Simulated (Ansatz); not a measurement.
Breaking a bond in PF3 (phosphorus trifluoride)

PF3: 4 atoms, total charge 0, spin state singlet. SMILES: `FP(F)F`. The coordinates come from a PBE0-D4/def2-TZVP relaxation.

```xyz
4

F     0.8344   -0.6632    0.8745
P    -0.2975    0.3146    0.3923
F    -1.0619   -0.6965   -0.5369
F     0.5250    1.0452   -0.7300
```

The P2–F3 distance is scanned; the parts on either side stay rigid. Basis STO-3G, 8 core orbitals frozen in the correlated methods; program Ansatz 0.2.0. FCI is exact within this basis and core. Energies in eV from each method's value at 1.572 Å; methods without a U are spin-restricted. The shape above is that at 1.572 Å.

| distance (Å) | PBE | BLYP | r2SCAN | wB97X | HSE06 | MP2 | CCSD |
| --- | --- | --- | --- | --- | --- | --- | --- |
| 1.572 | 0.00 | 0.00 | 0.00 | 0.00 | 0.00 | 0.00 | 0.00 |
| 1.964 | 0.39 | 0.31 | 0.56 | 0.84 | 0.75 | 1.01 | 0.66 |
| 2.358 | 2.15 | 2.01 | 2.42 | 3.10 | 2.82 | 3.05 | 2.07 |
| 3.143 | 4.38 | 4.24 | 4.74 | 6.13 | 5.42 | 3.92 | 2.91 |
| 3.929 | 4.98 | 4.83 | 5.34 | 7.18 | 6.15 | 2.01 | 2.97 |

Problem. Estimate the FCI curve, and say how far off each method is.

Solution. 
```
distance (Å)   FCI
       1.572  0.00
       1.964  0.61
       2.358  1.96
       3.143  2.66
       3.929  2.69
```

Departure from the FCI curve at its largest: PBE +2.29 eV at 3.93 Å; BLYP +2.15 eV at 3.93 Å; r2SCAN +2.65 eV at 3.93 Å; wB97X +4.49 eV at 3.93 Å; HSE06 +3.46 eV at 3.93 Å; MP2 +1.26 eV at 3.14 Å; CCSD +0.28 eV at 3.93 Å. The curve of MP2 turns over, which the reference doesn't. Restricted functionals keep the electrons paired too, and rise too high.
